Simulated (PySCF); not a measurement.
## Identify the compound

An unknown has the formula C₅H₈. Its calculated NMR data are:

1H NMR (600 MHz, computed): δ 7.25 (quint, J = 1.8 Hz, 1H), 2.14 (d, J = 1.7 Hz, 3H), 1.52 (qd, J = 5.1, 2.0 Hz, 1H), 1.09 (d, J = 5.1 Hz, 3H).

13C{1H} NMR (computed): δ 139.7 (C), 117.2 (CH), 26.0 (CH3), 12.5 (CH3), 11.6 (CH).

One conformer, non-relativistic, equivalent nuclei averaged, isolated molecule. Shieldings: GIAO HF/pcSseg-2; PBE0-D3(BJ)/def2-SVP geometry; J: B3LYP/pcJ-1 (without the spin–dipole term); PySCF 2.14.

Shifts are taken against calculated references (same method and geometry level): 1H, 13C vs TMS.

Deduce the structure.

## Answers


Rings plus π bonds: 2 (1 ring in the answer). 5 carbon signals for 5 carbons: no two carbons are equivalent. Carbon types of the structure: 1 × C, 2 × CH, 2 × CH3, which accounts for all hydrogens. δC 139.7: fully substituted alkene carbon; the olefinic region. δC 117.2: alkene CH; an sp2 carbon of a C=C bond. δC 26.0: methyl carbon; saturated and bonded to C and H only. δC 12.5: allylic methyl carbon; aliphatic region, no heteroatom directly attached. δC 11.6: three-membered-ring carbon; carbons of three-membered rings are unusually shielded. δH 7.25: hydrogen on an alkene CH; olefinic region. δH 1.52: hydrogen on a three-membered-ring carbon; cyclopropane-type protons are shielded by the ring. The protons at 1.52 and 1.09 share a coupling of 5.1 Hz (vicinal).

The compound is `CC1=C[C@@H]1C`.

The shifts were computed for this structure.

Splittings below 1 Hz are ignored in the labels, and close J values are merged. Unscaled 3J(H,H) at this level run about 10 % above measured values. Shifts are as computed, not scaled to solution data. Of 1211 compounds with measured shifts, 218 miss one by over three times the rms of a fit or turn the order of signals round; such compounds aren't used in these exercises.
